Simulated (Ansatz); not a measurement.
We consider diamond-structure Si, described by PBE in Ansatz (plane waves, PAW).

Settings: plane-wave cutoff 500 eV, 12×12×12 k mesh, Fermi–Dirac smearing 0.05 eV, scalar-relativistic PAW data made under PBE.

Cell (relaxed at this level):

Space group Fd-3m, origin choice 1 (No. 227); a = 5.470 Å, b = 5.470 Å, c = 5.470 Å, α = 90.00°, β = 90.00°, γ = 90.00°

```json
[
 {"atom": "Si", "site": "8b", "symmetry": "-43m", "x": "0.5000", "y": "0.5000", "z": "0.5000"}
]
```
(The calculation used a cell of 2 atoms; values per cell refer to that cell.)

Question: What does this level give for the band gap?

Answer: 
band gap: 0.61 eV (on the SCF k mesh)

Measured, for comparison: band gap 1.23 eV (zero-point renormalisation of 0.06 eV added back here (the table's ZPR column); inputs from Chen et al. (2018), doi:10.1103/physrevmaterials.2.073803). Computed (rounded) less measured: band gap -0.62 eV.

Computing time: very roughly 12 core-seconds.

Ansatz is an electronic-structure program.
